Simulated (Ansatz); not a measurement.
**[H···H···BH2], doublet in 6-31G: errors against full CI**

All five atoms lie in one plane.

Geometry: a point of a hydrogen-transfer path between rigid fragments, not a stationary point.

```xyz
5

H    -2.2693    0.0000    0.0000
H    -1.4433    0.0000    0.0000
B     0.2117    0.0000    0.0000
H     0.7208    0.0000    1.0770
H     0.7208    0.0000   -1.0770
```

Basis 6-31G; Ansatz 0.2.0. Correlated methods freeze the noble-gas cores, which leaves 7 electrons in 16 orbitals. R marks a restricted (for open shells ROHF) determinant, U an unrestricted one. Active spaces: valence = (7e, 8o) chosen from the atoms' valence shells; pair = (3e, 3o) about the gap.

Full CI is exact within this basis and frozen core; it isn't the basis-set limit. The frozen core follows each run's orbitals, which can shift R against U totals by a few meV.

For open shells CISD and CISDTQ are restricted-active-space CI with the open shells as a complete middle space.

The UHF ⟨S²⟩ is 0.773, the T1 diagnostic (RCCSD) is 0.0220 and the largest doubles amplitude (RCCSD) is 0.063. The T1 diagnostic (UCCSD) is 0.0104.

| level | E − E(full CI) (kJ/mol) | share of correlation (%) | wall time |
| --- | --- | --- | --- |
| RHF | 229.9 | 0.00 | – |
| UHF | 215.6 | 6.22 | – |
| RMP2 | 63.9 | 72.22 | – |
| UMP2 | 62.0 | 73.03 | – |
| CISD | 10.7 | 95.36 | 0.54 s |
| RCCSD | 3.5 | 98.50 | – |
| UCCSD | 3.4 | 98.50 | – |
| RCCSD(T) | 1.0 | 99.57 | 0.57 s |
| UCCSD(T) | 1.0 | 99.55 | 0.51 s |
| BCCD(T) | 1.0 | 99.55 | 0.69 s |
| RCCSDT | 0.1 | 99.97 | – |
| UCCSDT | 0.1 | 99.97 | – |
| CISDTQ | 0.2 | 99.93 | 1.9 s |
| RCCSDT(Q) | 0.0 | 99.99 | 3.1 s |
| UCCSDT(Q) | 0.0 | 100.00 | 2.8 s |
| RCCSDTQ | 0.0 | 100.00 | 16 s |
| UCCSDTQ | 0.0 | 100.00 | 17 s |
| CASSCF (pair space) | 170.2 | 25.94 | – |
| NEVPT2 (pair space) | 46.2 | 79.92 | 0.3 s |
| MRCISD (pair space) | 6.5 | 97.16 | – |
| MRCISD+Q (pair space) | 0.3 | 99.89 | 0.45 s |
| CASSCF (valence space) | 71.1 | 69.06 | – |
| NEVPT2 (valence space) | 20.6 | 91.04 | 3.1 s |
| MRCISD (valence space) | 1.7 | 99.28 | – |
| MRCISD+Q (valence space) | 0.6 | 99.73 | 4.2 s |
| MRCISD+Q(relaxed) (valence space) | -0.1 | 100.05 | 5.5 s |

The correlation energy at full CI, counted from RHF, is -2.382 eV. That run took 3.6 s on 1 thread of Arm Neoverse N1, shared host over 272,520 determinants.

Times hold each run's SCF and search for its determinant on a shared host, so for small cases they say little of a method's own cost; they ran on 1 thread of Arm Neoverse N1.

The full-CI state has the irrep A1 of C2v, in the program's axes.

Natural occupations of full CI about the gap: 1.969 1.969 1.965 0.994 0.028 0.021 0.018 0.013 0.006 0.006; effectively unpaired electrons, Σ n²(2−n)², 1.02.
